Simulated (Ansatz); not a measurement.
A-type hexagonal La2O3

These are PBE-D4 (PAW; Ansatz, a quantum-chemistry and plane-wave program) values and carry that method's errors.

Run with plane-wave cutoff 500 eV, 12×12×8 k mesh (along the axes of the cell as run), gaussian smearing 0.02 eV, scalar-relativistic PAW data made under PBE.

Cell: relaxed at this level.

* **equilibrium volume per atom**: 16.24 Å³/atom
* **lattice parameter a**: 3.920 Å
* **lattice parameter c**: 6.103 Å
* **band gap**: 3.85 eV (on the SCF k mesh)

Measured, for comparison: equilibrium volume per atom 16.44 Å³/atom (room temperature, no zero-point or thermal correction, equation of state from high-pressure X-ray diffraction; as tabulated in Ibáñez et al. (2020), arXiv:2005.12956); lattice constant a 3.934 Å (300 K, no zero-point or thermal correction, our sources range from 3.934 to 3.940; as tabulated in Santana et al. (2016), arXiv:1608.06321); lattice parameter c 6.13 Å (temperature not stated, no zero-point or thermal correction; as tabulated in Rustad et al. (2011), arXiv:1107.4261). Computed (rounded) less measured: equilibrium volume per atom -1.2 %, lattice constant a -0.4 % (-0.4 % to -0.5 % over the range), lattice parameter c -0.4 %. A static lattice is as a rule a little smaller and stiffer than an uncorrected measurement, which narrows the difference in the equilibrium volume per atom, lattice constant a, lattice parameter c and would widen misses of the other sign.

Spin–orbit coupling is not included.

The result took around 2.0 core-minutes (rough).
